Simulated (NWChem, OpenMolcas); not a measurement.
How methods differ on BH (SMILES [BH])

BH: 2 atoms, total charge 0, spin state singlet. As SMILES, `[BH]`. The bond length is the measured one.

```xyz
2

B     0.0000    0.0000    0.0000
H     0.0000    0.0000    1.2324
```

Each level gives the dipole moment (D). The values are calculated.

```
             level             kind     program  value (D)  CPU time
    HF/def2-TZVPPD     Hartree–Fock      NWChem       1.75     5.1 s
  BLYP/def2-TZVPPD              GGA      NWChem       1.52     8.6 s
revPBE/def2-TZVPPD              GGA  OpenMolcas       1.52     5.6 s
 M06-L/def2-TZVPPD         meta-GGA      NWChem       1.49      18 s
  TPSS/def2-TZVPPD         meta-GGA      NWChem       1.59     9.2 s
r2SCAN/def2-TZVPPD         meta-GGA  OpenMolcas       1.60     7.2 s
M06-2X/def2-TZVPPD  hybrid meta-GGA  OpenMolcas       1.56       7 s
  PBE0/def2-TZVPPD    global hybrid  OpenMolcas       1.59     5.7 s
```

The values span 1.49 to 1.75 D. CPU times are rough (shared hosts, several kinds of processor): they show what a rung costs within a factor of a few.
